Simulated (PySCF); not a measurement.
1,2,4-pentatriene (SMILES C=C=CC=C)

Molfile (atoms numbered from 1):
```
C5H6
     RDKit          3D

 11 10  0  0  0  0  0  0  0  0999 V2000
    1.9624    1.4227    0.7457 C   0  0  0  0  0  0  0  0  0  0  0  0
    0.9304    0.6448    0.6265 C   0  0  0  0  0  0  0  0  0  0  0  0
   -0.1102   -0.1393    0.5017 C   0  0  0  0  0  0  0  0  0  0  0  0
   -0.6969   -0.5150   -0.7730 C   0  0  0  0  0  0  0  0  0  0  0  0
   -1.7560   -1.3131   -0.8933 C   0  0  0  0  0  0  0  0  0  0  0  0
    2.9723    1.0232    0.7576 H   0  0  0  0  0  0  0  0  0  0  0  0
    1.8500    2.4989    0.8390 H   0  0  0  0  0  0  0  0  0  0  0  0
   -0.5698   -0.5385    1.4042 H   0  0  0  0  0  0  0  0  0  0  0  0
   -0.2223   -0.1055   -1.6601 H   0  0  0  0  0  0  0  0  0  0  0  0
   -2.2488   -1.7355   -0.0237 H   0  0  0  0  0  0  0  0  0  0  0  0
   -2.1619   -1.5681   -1.8640 H   0  0  0  0  0  0  0  0  0  0  0  0
  1  2  2  0
  2  3  2  0
  3  4  1  0
  4  5  2  0
  1  6  1  0
  1  7  1  0
  3  8  1  0
  4  9  1  0
  5 10  1  0
  5 11  1  0
M  END
```

Computed with quadratic response CAM-B3LYP/def2-TZVPD first hyperpolarisability, Taylor convention, gas phase (PySCF). Geometry: PBE0-D3(BJ)/def2-TZVP.

(1) Give the tensor of the second harmonic β(−2ω;ω,ω) at 1064 nm in the axes of these coordinates.

Results:

(1) In au, Taylor convention; rows are the first index (the induced dipole):
```csv
,xx,yy,zz,xy,xz,yz
x,+32.8,+3.9,+14.9,-6.8,+25.7,+9.0
y,-6.1,+30.1,+11.7,+3.3,+9.0,+21.3
z,+23.6,+20.1,+21.5,+7.3,+13.8,+10.9
```
Norm of βᵢ = ⅓ Σⱼ (βᵢⱼⱼ + βⱼᵢⱼ + βⱼⱼᵢ): 91.1 au, hyper-Rayleigh value 36.2 au.
